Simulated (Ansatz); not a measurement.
We consider rock-salt HfN, described by BLYP (plane waves, PAW; Ansatz, a first-principles code).

Run with plane-wave cutoff 520 eV, 16×16×16 k mesh, Fermi–Dirac smearing 0.1 eV, perturbation theory, scalar-relativistic PAW data made under PBE.

Computed at the level's own relaxed cell.

Harmonic phonon frequencies (cm⁻¹; i marks an imaginary mode):

```json
[
 {"q point": "Γ", "frequencies": "0 0 0 448 448 448"},
 {"q point": "X", "frequencies": "?"},
 {"q point": "U", "frequencies": "121 137 150 434 466 487"},
 {"q point": "L", "frequencies": "?"},
 {"q point": "W", "frequencies": "100 146 146 440 440 473"}
]
```

**Question.** Some entries are withheld; supply them.

**Answer.** 
- X, frequencies: 136 136 153 443 465 465
- L, frequencies: 103 103 135 463 485 485

No imaginary mode appears at these points.
